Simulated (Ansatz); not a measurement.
## Structure relaxation of RePb

All numbers below come from DFT PBE, scalar-relativistic, plane waves, PAW (Ansatz 0.2.0). Cutoff 420 eV, Γ-centred k mesh, Gaussian smearing, no spin polarisation in the final step.

The start puts RePb on the caesium chloride structure type (Pm-3m, No. 221), with Re in place of Cs, Pb in place of Cl, at a guessed volume.

```
CELL_PARAMETERS angstrom
3.59390 0.00000 0.00000
0.00000 3.59390 0.00000
0.00000 0.00000 3.59390
ATOMIC_POSITIONS crystal
Re 0.00000 0.00000 0.00000
Pb 0.50000 0.50000 0.50000
```

Cell and atoms relax at zero pressure; the relaxation can't lower the symmetry of the start. After a coarse first stage the cell is made exact in the group found at 0.06 Å.

The zero of energy is the elements' standard structures at the same level; no fitted shifts are applied.

(1) Describe the relaxed structure.

(2) What are its volume, energy, density and gap?

## Answers

(1) It keeps Pm-3m (No. 221). The result has the caesium chloride structure. Conventional cell: a = 3.373 Å. Around Re lie 8 Pb at 2.92 Å and 6 Re at 3.37 Å; Pb is coordinated by 8 Re at 2.92 Å and 6 Pb at 3.37 Å.

Space group Pm-3m (No. 221). a = 3.373 Å, b = 3.373 Å, c = 3.373 Å, α = 90.00°, β = 90.00°, γ = 90.00°
| atom | site | symmetry | x | y | z |
| --- | --- | --- | --- | --- | --- |
| Re | 1a | m-3m | 0.0000 | 0.0000 | 0.0000 |
| Pb | 1b | m-3m | 0.5000 | 0.5000 | 0.5000 |

(2) The volume per atom is 19.18 Å³, the density is 17.03 g/cm³ and the energy over the elements is 1.33 eV/atom. The gap on the 16×16×16 mesh is 0 eV (a metal).

The final run used a 16×16×16 mesh on its 2-atom cell and 0.10 eV smearing. The k mesh leaves about 4 meV/atom of noise in metals. Spin–orbit coupling is left out. A structure relaxed within its symmetry needn't be a true minimum. The steps took about 40 core-seconds in all.

Cost: 3 runs of about 0.7 core-minutes in all, on Arm Neoverse V1 (shared hosts).